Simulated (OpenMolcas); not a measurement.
**[AlH4]− (SMILES [AlH4-]) at CCSD[T]/ANO-RCC-VTZP (DKH2, electric field 0.005 a.u., field axis y)**

What is the energy difference between two shapes of [AlH4]− at CCSD[T]/ANO-RCC-VTZP (DKH2, electric field 0.005 a.u., field axis y)? 

The calculation is run with OpenMolcas 26.06.

4 further runs of the same task are left out: 1 that didn't finish, 3 set aside as unsound or not needed.

### 1 Starting point

[AlH4]−: 5 atoms, total charge -1, spin state singlet. SMILES: `[AlH4-]`. The shape comes from GFN2-xTB, which is rough for such elements, and wasn't checked as a minimum.

Bond lengths: Al1–H2 1.628 Å, Al1–H3 1.628 Å, Al1–H4 1.628 Å, Al1–H5 1.627 Å. Angles: H2–Al1–H3 109.4°, H2–Al1–H4 109.5°, H2–Al1–H5 109.4°, H3–Al1–H4 109.5°, H3–Al1–H5 109.4°, H4–Al1–H5 109.6°.

### 2 A single-point energy at CCSD[T]/ANO-RCC-VTZP (DKH2, electric field 0.005 a.u., field axis y)

calc.input

```
&GATEWAY
  Coord
  5
  angstrom
  Al      -0.000020       0.000060      -0.001080
  H        1.443510      -0.504270       0.556410
  H       -1.182970      -0.604500       0.939130
  H       -0.203840      -0.517130      -1.530710
  H       -0.056670       1.625850       0.036250
  Basis
  ANO-RCC-VTZP
  Group
  NoSym

&SEWARD

&FFPT
  Dipole
  Y -0.005

&SCF
  Charge
  -1
  PrOrbitals
  0

&RASSCF
  FileOrb
  $Project.ScfOrb
  Spin
  1
  Nactel
  0 0 0
  Inactive
  9
  Ras2
  0
  OutOrbitals
  Canonical
  OrbListing
  NoCore

&MOTRA
  JobIph
  Frozen
  5

&CCSDT
  CCT
  Triples
  1
  Iterations
  50
  Extrapolation
  5 4
```

Command:

```bash
$ export MOLCAS_MEM=1860
$ pymolcas calc.input > calc.log
```

Standard output, shortened:

```text
--- Start Module: gateway ---
[...]
--- Stop Module: gateway /rc=_RC_ALL_IS_WELL_ ---
[...]
      Basis functions           90
[...]
       Convergence after  11 Iterations
[...]
::    Total SCF energy                               -244.6876977518
[...]
      Total spin, S                                     0.0000000000
[...]
      Number of active orbitals                  0
[...]
      Spin quantum number                      0.0
[...]
      Active orbitals                            0
[...]
      Number of CSFs                             1
[...]
      Number of root(s) required                 1
[...]
      Convergence after  4 iterations
[...]
      Natural orbitals and occupation numbers for root  1
      ************************************************************************************************************************
      *                                                    Final results                                                     *
      ************************************************************************************************************************
[...]
::    RASSCF root number  1 Total energy:   -244.68769775
[...]
      Total electronic charge=   18.000000
      Total            charge=   -1.000000
[...]
      Dipole Moment (debye):
      Origin of the operator (angstrom)=   -0.0000    0.0001   -0.0009
                   X=  1.3460E-05               Y=  5.8209E-01               Z= -1.0672E-02           Total=  5.8219E-01
      Center of Charge (angstrom)
[...]
--- Start Module: motra ---
[...]
      *** WARNING: Default frozen orbitals is overwritten by user input.
      *** Default values:   2
[...]
--- Stop Module: motra /rc=_RC_ALL_IS_WELL_ ---
[...]
--- Start Module: ccsdt ---
[...]
      Convergence after                    12  Iterations
      Total energy (diff) :    -244.84622366      -0.00000010
[...]
       CCSD     =      -244.8462236591609
[...]
--- Stop Module: ccsdt /rc=_RC_ALL_IS_WELL_ ---
[...]
```

It took 15 s on 1 thread of Intel Xeon 6975P-C (Granite Rapids), shared host; peak memory 0.51 GiB.

### 3 The distorted shape

calc.inp

```
&GATEWAY
 COORD
 5
 angstrom
 Al       0.073044       0.039062       0.022574
 H        1.467897      -0.572399       0.483289
 H       -1.082221      -0.653321       0.902788
 H       -0.076642      -0.555004      -1.647410
 H       -0.182284       1.636513      -0.014831
 BASIS=ANO-RCC-VTZP
 GROUP=NoSym

&SEWARD

&FFPT
 DIPOLE
 Y -0.005

&SCF
 CHARGE=-1
 PRORBITALS=0

&RASSCF
 FILEORB=$Project.ScfOrb
 SPIN=1
 NACTEL=0 0 0
 INACTIVE=9
 RAS2=0
 OUTORBITALS=Canonical
 ORBLISTING=NoCore

&MOTRA
 JOBIPH
 FROZEN=5

&CCSDT
 CCT
 TRIPLES=1
 ITERATIONS=50
 EXTRAPOLATION=5 4
```

Command:

```bash
$ export MOLCAS_MEM=1860
$ pymolcas calc.inp > calc.log
```

Standard output, shortened:

```text
--- Start Module: gateway ---
[...]
--- Stop Module: gateway /rc=_RC_ALL_IS_WELL_ ---
[...]
      Basis functions           90
[...]
       Convergence after  11 Iterations
[...]
::    Total SCF energy                               -244.6830933373
[...]
      Total spin, S                                     0.0000000000
[...]
      Number of active orbitals                  0
[...]
      Spin quantum number                      0.0
[...]
      Active orbitals                            0
[...]
      Number of CSFs                             1
[...]
      Number of root(s) required                 1
[...]
      Convergence after  4 iterations
[...]
      Natural orbitals and occupation numbers for root  1
      ************************************************************************************************************************
      *                                                    Final results                                                     *
      ************************************************************************************************************************
[...]
::    RASSCF root number  1 Total energy:   -244.68309334
[...]
      Total electronic charge=   18.000000
      Total            charge=   -1.000000
[...]
      Dipole Moment (debye):
      Origin of the operator (angstrom)=    0.0677    0.0293    0.0107
                   X=  3.6790E-01               Y=  1.2504E+00               Z=  1.0352E+00           Total=  1.6645E+00
      Center of Charge (angstrom)
[...]
--- Start Module: motra ---
[...]
      *** WARNING: Default frozen orbitals is overwritten by user input.
      *** Default values:   2
[...]
--- Stop Module: motra /rc=_RC_ALL_IS_WELL_ ---
[...]
--- Start Module: ccsdt ---
[...]
      Convergence after                    13  Iterations
      Total energy (diff) :    -244.84175076      -0.00000003
[...]
       CCSD     =      -244.8417507558004
[...]
--- Stop Module: ccsdt /rc=_RC_ALL_IS_WELL_ ---
[...]
```

Run time: 16 s. Hardware: 1 thread of Intel Xeon 6975P-C (Granite Rapids), shared host; peak memory 0.54 GiB.

### 4 Summary of results

At CCSD[T]/ANO-RCC-VTZP (DKH2, electric field 0.005 a.u., field axis y), 5 core orbitals frozen:

| quantity | value |
| --- | --- |
| first shape: total energy | -244.84915 Eh |
| first shape: HOMO–LUMO gap (to an unbound level, set by the basis) | 10.28 eV |
| first shape: correlation energy (5 core orbitals frozen) | -161.5 mEh |
| distorted shape: total energy | -244.84472 Eh |
| distorted shape: HOMO–LUMO gap (to an unbound level, set by the basis) | 9.88 eV |
| distorted shape: correlation energy (5 core orbitals frozen) | -161.6 mEh |
| energy change with the atoms displaced | 0.121 eV |

With the atoms displaced the energy rises by 0.12 eV (11.6 kJ/mol). The first shape isn't relaxed at this level, so the change isn't measured from a minimum.
